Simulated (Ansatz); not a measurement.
A nudged elastic band was laid between two geometries of BFH$_{5}$N (8 atoms, charge 0, multiplicity 1).

Computed with RKS PBE-D4/def2-SVP (Ansatz 0.2.0).

```json
{"movable images": "5", "climbing image": "yes", "spring": "5.0 eV/Å²", "optimiser": "quadratic models (default)", "start path": "through a guess of the saddle point", "force threshold": "0.05 eV/Å", "iteration limit": "60", "end points": "relaxed"}
```

Image 0:

```xyz
8
Properties=species:S:1:pos:R:3
B 0.053 0.100 0.155
H 0.191 -0.638 1.140
F 1.157 0.142 -0.704
H -1.043 0.025 -0.417
N 0.025 1.630 0.830
H 0.906 1.825 1.329
H -0.085 2.351 0.101
H -0.752 1.727 1.498
```

Image 6:

```xyz
8
Properties=species:S:1:pos:R:3
B 0.255 0.625 -0.753
H -0.772 0.163 3.166
F 1.398 -0.004 -1.084
H -0.781 0.309 -1.311
N 0.280 1.627 0.229
H 1.136 1.916 0.706
H -0.552 2.144 0.506
H -0.513 0.383 2.474
```

Task: Which bonds break or form, and what moves?

Result: Bonds broken: B1–H2, N5–H8. Bonds formed: H2–H8. BFH5N becomes BFH3N + H2.

Task: What energy profile does the band end with?

Result: The run converged. The highest image is number 2 of 0 to 6, 1.36 eV above the first end and 1.56 eV above the last; the last end lies 0.20 eV below the first. Neighbouring images differ by up to 1.2 eV, so the band resolves the path poorly. A vibrational analysis at the climbing image gives one clearly imaginary mode, 1231i cm⁻¹: a first-order saddle point. The orbitals stay closed-shell, which can raise the energy where a bond breaks towards radicals; this wasn't checked here.

```json
{"image": "0", "path coordinate (Å)": "0.00", "energy (eV)": "0.00", "B1–H2 (Å)": "1.24", "N5–H8 (Å)": "1.03", "H2–H8 (Å)": "2.57"}
{"image": "1", "path coordinate (Å)": "0.92", "energy (eV)": "0.12", "B1–H2 (Å)": "1.24", "N5–H8 (Å)": "1.03", "H2–H8 (Å)": "2.07"}
{"image": "2", "path coordinate (Å)": "1.84", "energy (eV)": "1.36", "B1–H2 (Å)": "1.43", "N5–H8 (Å)": "1.37", "H2–H8 (Å)": "1.03"}
{"image": "3", "path coordinate (Å)": "2.69", "energy (eV)": "0.16", "B1–H2 (Å)": "2.20", "N5–H8 (Å)": "2.16", "H2–H8 (Å)": "0.77"}
{"image": "4", "path coordinate (Å)": "3.54", "energy (eV)": "-0.16", "B1–H2 (Å)": "3.01", "N5–H8 (Å)": "2.68", "H2–H8 (Å)": "0.77"}
{"image": "5", "path coordinate (Å)": "4.39", "energy (eV)": "-0.19", "B1–H2 (Å)": "3.64", "N5–H8 (Å)": "2.72", "H2–H8 (Å)": "0.77"}
{"image": "6", "path coordinate (Å)": "5.25", "energy (eV)": "-0.20", "B1–H2 (Å)": "4.08", "N5–H8 (Å)": "2.69", "H2–H8 (Å)": "0.77"}
```

Task: What is the geometry of the highest image?

Result: 
```xyz
8
Properties=species:S:1:pos:R:3
B 0.041 0.356 0.077
H -0.235 -0.331 1.304
F 1.234 -0.129 -0.381
H -0.977 0.154 -0.570
N 0.086 1.783 0.723
H 1.016 2.108 1.007
H -0.466 2.536 0.303
H -0.248 0.685 1.469
```

The band took 12 iterations and about 90 core-seconds.

Run time: 85 s on 1 thread of Arm Neoverse V1, with other jobs on the host, peak memory 0.11 GiB.
